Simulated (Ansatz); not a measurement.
For CsCl-type TlCl, PBE (PAW; Ansatz, an electronic-structure program) gives:

| Property | Value |
|---|---|
| lattice constant a | 3.900 Å |
| bulk modulus B0 | 22.1 GPa |
| cohesive energy | 2.73 eV/atom |
| band gap at the measured cell | 2.09 eV |
| elastic constant C11 | 40.0 GPa |
| elastic constant C44 | 5.3 GPa |
| Voigt–Reuss–Hill shear modulus | 7.8 GPa |

Problem. What does PBE0 in Ansatz (PAW) give for the same quantities?

Solution. 
- lattice constant a: 3.876 Å (falls by 0.6 %)
- bulk modulus: 23.5 GPa (rises by 6.3 %)
- cohesive energy: 2.67 eV/atom (decreases by 0.06 eV/atom)
- band gap at the measured cell: 3.49 eV (goes up by 1.40 eV)
- elastic constant C11: 42.5 GPa (rises by 6.2 %)
- elastic constant C44: 6.3 GPa (grows by 19 %)
- Voigt–Reuss–Hill shear modulus: 8.8 GPa (grows by 13 %)

For comparison: lattice constant a 3.842 Å (measured, temperature not stated, no zero-point or thermal correction; as tabulated in Wikipedia's data pages).

Changes are worked out from the printed values.

Unless a cell is named, each level is at its own relaxed cell (PBE 29.65, PBE0 29.12 Å³/atom).

Levels without +SOC leave out spin–orbit coupling, which shifts energies and cells of such heavy elements.

Levels without +SOC have no spin–orbit coupling; where heavier elements are present it shifts gaps, mostly down, and can invert bands. Density-functional gaps are differences of (generalised) Kohn–Sham levels.

Ansatz's density-functional and Hartree–Fock values are scalar-relativistic unless marked +SOC, with PAW data made under PBE.
